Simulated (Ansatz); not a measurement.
Correlation energies of `[F][Mg][Cl]` by basis set

```xyz
3

F    -0.623   -1.531   -0.907
Mg   -0.047   -0.115   -0.068
Cl    0.670    1.646    0.976
```

The species carries charge 0 and has multiplicity 1. Correlated methods include outer-core shells of Mg, which these sets cover unevenly. All single points use the PBE0-D4/def2-TZVP geometry. Frozen core, restricted reference, Ansatz 0.2.0. CBS rows extrapolate triple and quadruple zeta. For Mg the program correlates outer-core shells too, which these sets cover unevenly, so the extrapolated numbers aren't a true limit.

```
     basis     HF (Eh)  MP2 corr.  CCSD corr.       (T)  CCSD(T) total
  def2-SVP  -758.40088   -0.35491    -0.36780  -0.00543     -758.77411
def2-TZVPP  -758.75369   -0.63785    -0.65723  -0.01719     -759.42811
def2-QZVPP  -758.78203   -0.72396    -0.74219  -0.02233     -759.54655
 CBS(def2)  -758.78594   -0.78775    -0.80512  -0.02613     -759.61719
```
